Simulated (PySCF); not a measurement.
Compound: C4H6ClN.
Cartesian coordinates in Å at the GFN2-xTB level; atoms count from 1:
```xyz
12
C4H6ClN angstrom
N     -1.6799    0.0237    0.6555
C     -0.4307   -0.5569    0.2489
C      0.7860   -0.0582    0.9996
C      1.3773    0.3752   -0.1099
Cl     2.8795    1.1093   -0.4497
C      0.2808   -0.0275   -1.0522
H     -1.6034    1.0333    0.7123
H     -2.4200   -0.2090    0.0030
H     -0.5385   -1.6447    0.2560
H      1.0340   -0.0622    2.0420
H     -0.2310    0.7991   -1.5429
H      0.5473   -0.7828   -1.7889
```

NICS = −σ at a ghost point: NICS(0) at the centroid of the ring atoms, NICS(1) 1 Å to either side along the normal of their mean plane, zz for the tensor component along that normal. Level: GIAO PBE0/pcSseg-1 (PySCF, non-relativistic, gas phase) on the GFN2-xTB geometry, one conformer.

Ring bond lengths (Å), with Mayer bond orders in brackets: C2–C3 1.514 (0.98), C3–C4 1.330 (1.68), C4–C6 1.501 (1.01), C6–C2 1.575 (0.96).

**Question.** What do the NICS probes read (ppm)?

**Answer.** 
```tsv
ring	type	NICS(0)	NICS(1), two faces	NICS(1)zz, two faces	rms pucker (Å)	centre to ring atoms, mean (Å)
C2–C3–C4–C6	4-membered carbocycle; formal bonds 1 double, 3 single	-3.8	-2.5 / -3.6	0.8 / -1.9	0.00	1.05
```

**Question.** What do they say, and how far can they be read as aromaticity?

**Answer.** 
- C2–C3–C4–C6: mean NICS(1)zz -0.5 ppm, near zero. C2, C6 have four or more neighbours, and the NICS criterion for π rings isn't applied.

**Question.** List the ring angles and the Hirshfeld charges of the ring atoms.

**Answer.** 
- C2–C3–C4–C6: C2 86.3° (+0.022 e), C3 92.9° (-0.062 e), C4 96.4° (+0.009 e), C6 84.4° (-0.088 e); sum 360.0° against 360° for a flat convex ring.

**Question.** What are the shieldings of the ring atoms and their hydrogens in the same run (means over atoms taken as equivalent)?

**Answer.** 
```csv
atoms,environment,σ isotropic (ppm),"principal values of the symmetric part, first atom (ppm)"
C2,sp3 carbon bound to nitrogen,133.7,"110.8, 128.2, 162.2"
C3,alkene CH carbon,43.2,"-52.0, 54.0, 127.6"
C4,vinylic C–Cl carbon,39.7,"-66.4, 63.8, 121.6"
C6,allylic carbon,132.4,"112.1, 129.3, 155.9"
H9,methine hydrogen,27.89,"23.1, 27.8, 32.7"
H10,vinylic hydrogen,25.63,"23.8, 25.0, 28.2"
H11,methylene hydrogen,29.71,"27.3, 28.5, 33.4"
H12,methylene hydrogen,28.71,"26.2, 27.5, 32.4"
```
